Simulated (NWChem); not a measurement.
Everything below was run with NWChem. System: dimethyl ether (C2H6O), charge 0, spin multiplicity 1, at a geometry optimised with PBE0/def2-SVP. Level: TD-B3LYP/def2-SVP, VWN1-RPA local correlation.

Part of the output:

```
             Northwest Computational Chemistry Package (NWChem) 7.3.0
             --------------------------------------------------------

                                NWChem Input Module
                                -------------------

 Scaling coordinates for geometry "geometry" by  1.889725989
 (inverse scale =  0.529177249)

 Turning off AUTOSYM since
 SYMMETRY directive was detected!

                             Geometry "geometry" -> ""
                             -------------------------

 Output coordinates in angstroms (scale by  1.889725989 to convert to a.u.)

  No.       Tag          Charge          X              Y              Z
 ---- ---------------- ---------- -------------- -------------- --------------
    1 C                    6.0000    -1.16107900     0.00000000    -0.18806400
    2 O                    8.0000     0.00000000     0.00000000     0.57779000
    3 C                    6.0000     1.16107900     0.00000000    -0.18806400
    4 H                    1.0000    -1.23304200    -0.89523100    -0.83951400
    5 H                    1.0000    -1.23304200     0.89523100    -0.83951400
    6 H                    1.0000    -2.02146000     0.00000000     0.49625600
    7 H                    1.0000     1.23304200    -0.89523100    -0.83951400
    8 H                    1.0000     2.02146000     0.00000000     0.49625600
    9 H                    1.0000     1.23304200     0.89523100    -0.83951400

 Effective nuclear repulsion energy (a.u.)      84.3016847105

            Nuclear Dipole moment (a.u.)
            ----------------------------
        X                 Y               Z
 ---------------- ---------------- ----------------
     0.0000000000     0.0000000000     0.0000151178

      Symmetry information
      --------------------

 Group name             C2v
 Group number             16
 Group order               4
 No. of unique centers     4

      Symmetry unique atoms

     1    2    4    6


 Summary of "ao basis" -> "" (spherical)
 ------------------------------------------------------------------------------
       Tag                 Description            Shells   Functions and Types
 ---------------- ------------------------------  ------  ---------------------
 *                          def2-svp                  on all atoms

                                 NWChem DFT Module
                                 -----------------

 Summary of "ao basis" -> "ao basis" (spherical)
[...]
     Transition Moments   YY  0.00000  YZ  0.68998  ZZ  0.00000
     Dipole Oscillator Strength                    0.0186266438
     Electric Quadrupole                           0.0000000912
     Magnetic Dipole                               0.0000009909
     Total Oscillator Strength                     0.0186277259

          sigma_e =   2.6291 Angstrom
          sigma_h =   1.3344 Angstrom
         |d_h->e| =   0.2647 Angstrom
            d_exc =   2.9358 Angstrom
            d_CD1 =   1.5594 Angstrom
            d_CD2 =  -1.7170 Angstrom
            d_CD3 =   3.2005 Angstrom
     Pearson C.C. =   0.0206

     Occ.   13  b2  ---  Virt.   16  a1   0.99522 X
     Occ.   13  b2  ---  Virt.   18  a1   0.07169 X
  ----------------------------------------------------------------------------
  Root   4 singlet a1             0.334600986 a.u.                9.1050 eV
  ----------------------------------------------------------------------------
     Transition Moments    X -0.00000   Y -0.00000   Z -0.26149
     Transition Moments   XX -1.55059  XY -0.00000  XZ  0.00000
     Transition Moments   YY  0.54293  YZ  0.00000  ZZ  0.40740
     Dipole Oscillator Strength                    0.0152521338
     Electric Quadrupole                           0.0000002738
     Magnetic Dipole                               0.0000000000
     Total Oscillator Strength                     0.0152524076

          sigma_e =   2.3873 Angstrom
          sigma_h =   1.4025 Angstrom
         |d_h->e| =   0.9902 Angstrom
            d_exc =   2.9334 Angstrom
            d_CD1 =   1.9750 Angstrom
            d_CD2 =  -0.9047 Angstrom
            d_CD3 =   3.9236 Angstrom
     Pearson C.C. =   0.0063

     Occ.   12  a1  ---  Virt.   14  a1   0.94264 X
     Occ.   12  a1  ---  Virt.   18  a1   0.05615 X
     Occ.   13  b2  ---  Virt.   17  b2   0.32563 X
  ----------------------------------------------------------------------------
  Root   5 singlet b2             0.337614321 a.u.                9.1870 eV
  ----------------------------------------------------------------------------
     Transition Moments    X -0.00000   Y -0.34082   Z  0.00000
     Transition Moments   XX  0.00000  XY -0.00000  XZ  0.00000
     Transition Moments   YY -0.00000  YZ  0.64669  ZZ -0.00000
     Dipole Oscillator Strength                    0.0261443541
     Electric Quadrupole                           0.0000000857
     Magnetic Dipole                               0.0000001065
     Total Oscillator Strength                     0.0261445463

          sigma_e =   1.9534 Angstrom
          sigma_h =   1.3391 Angstrom
         |d_h->e| =   0.5025 Angstrom
            d_exc =   2.4123 Angstrom
            d_CD1 =   1.1168 Angstrom
            d_CD2 =  -1.1438 Angstrom
            d_CD3 =   2.9149 Angstrom
     Pearson C.C. =   0.0081

     Occ.   13  b2  ---  Virt.   14  a1   0.07028 X
     Occ.   13  b2  ---  Virt.   16  a1   0.07296 X
     Occ.   13  b2  ---  Virt.   18  a1  -0.99395 X
  ----------------------------------------------------------------------------
  Root   6 singlet a1             0.351543458 a.u.                9.5660 eV
  ----------------------------------------------------------------------------
     Transition Moments    X -0.00000   Y  0.00000   Z  0.73388
     Transition Moments   XX  1.16437  XY  0.00000  XZ  0.00000
     Transition Moments   YY -2.10978  YZ -0.00000  ZZ -1.43646
     Dipole Oscillator Strength                    0.1262212919
     Electric Quadrupole                           0.0000006916
     Magnetic Dipole                               0.0000000000
     Total Oscillator Strength                     0.1262219835

          sigma_e =   2.2713 Angstrom
          sigma_h =   1.3253 Angstrom
         |d_h->e| =   0.9980 Angstrom
            d_exc =   2.8071 Angstrom
            d_CD1 =   1.9439 Angstrom
            d_CD2 =  -0.8003 Angstrom
            d_CD3 =   3.8051 Angstrom
     Pearson C.C. =   0.0052

     Occ.   10  a2  ---  Virt.   20  a2   0.05524 X
     Occ.   12  a1  ---  Virt.   14  a1  -0.30614 X
     Occ.   12  a1  ---  Virt.   16  a1   0.15363 X
     Occ.   12  a1  ---  Virt.   18  a1  -0.17768 X
     Occ.   13  b2  ---  Virt.   17  b2   0.91560 X

              Target root =      1
          Target symmetry = none
      Ground state energy =   -154.909569646761
        Excitation energy =      0.275165190851
     Excited state energy =   -154.634404455910

  stored tddft:energy   -154.63440445590990

 Task  times  cpu:       32.8s     wall:       32.8s

 Total times  cpu:       32.8s     wall:       32.8s
```

### Question
Write an NWChem input that would produce this output.

### Answer
Several could match; the one computed here: 
```
start mol
memory heap 200 mb stack 900 mb global 1100 mb
geometry units angstroms nocenter noautoz
  C     -1.161079     0.000000    -0.188064
  O      0.000000     0.000000     0.577790
  C      1.161079     0.000000    -0.188064
  H     -1.233042    -0.895231    -0.839514
  H     -1.233042     0.895231    -0.839514
  H     -2.021460     0.000000     0.496256
  H      1.233042    -0.895231    -0.839514
  H      2.021460     0.000000     0.496256
  H      1.233042     0.895231    -0.839514
  symmetry group C2v
end
basis spherical
  * library def2-svp
end
dft
  xc b3lyp
  semidirect memsize 60000000 filesize 0
  iterations 100
end
tddft
  rpa
  nroots 6
  notriplet
  thresh 1e-4
end
task tddft energy
```
